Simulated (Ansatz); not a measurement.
**LiF (singlet): the correlation ladder, STO-3G**

The task here is to estimate one member of a computed series from the others.

Computed with Ansatz 0.2.0, Gaussian basis. Level: STO-3G, core rule «outside noble gas», up to 2 orbitals frozen.

To be run: UHF; CCSD(T) on RHF; BCCD(T) on RHF; CISD; CCSDT(Q) on RHF; CISDTQ; CCSDTQ on RHF; CASSCF and MRCISD+Q, 8 electrons in 8 orbitals; CASSCF and NEVPT2, 8 electrons in 8 orbitals; Full CI.

20 further runs of the same task are left out: 11 for a known fault of the program, 9 set aside as unsound or not needed.

### The geometry

The geometry is an MP2(full)/6-31G* stationary point (not a proven minimum).

2 atoms, charge 0, spin multiplicity 1.

Atoms are counted from 1 here; the program's logs count them from 0.

Bond lengths: Li1–F2 1.567 Å.

The first run:

Contents of in.yaml:

```yaml
crystal:
  periodic: [false, false, false]
  atoms:
    - {symbol: Li, position_ang: [0.000000, 0.000000, 0.000000]}
    - {symbol: F, position_ang: [0.000000, 0.000000, 1.566620]}
basis:
  gaussian: {orbitals: STO-3G}
magnetization: {spin_polarized: true, initial_magnetization: 0}
hamiltonian: {xc: hf}
output: {orbitals: {seedname: orbitals}}
```

Command:

```
$ ansatz run in.yaml --threads 1 --pin off --events-out ev --progress --plain --max-ram 8192MiB --backend cpu
```

Steps of the session up to this table: UHF; CCSD(T) on RHF; BCCD(T) on RHF; CISD; CCSDT(Q) on RHF; CISDTQ; CCSDTQ on RHF; CASSCF and MRCISD+Q, 8 electrons in 8 orbitals; CASSCF and NEVPT2, 8 electrons in 8 orbitals; Full CI.

One of the session's tables, all rows but one given; the rest of the session is left out.

```
          method  from FCI (meV)
             RHF         +1959.2
            RMP2          +342.3
            CISD          +331.9
           RCCSD          +460.9
        RCCSD(T)           -24.3
         BCCD(T)           +11.1
          RCCSDT           +20.1
          CISDTQ            +3.5
       RCCSDT(Q)               ?
         RCCSDTQ           -18.7
  CASSCF valence            +0.5
  NEVPT2 valence            +0.5
  MRCISD valence            +0.5
MRCISD+Q valence            +0.5
             FCI               0
```

Q: Estimate the row for RCCSDT(Q) from the others.

The run gave: from FCI (meV): -71.0. In the column «from FCI (meV)» it is the lowest.

Limits of these values: RCCSD(T), RCCSDT(Q), RCCSDTQ fall below full CI, which methods that aren't variational can do.
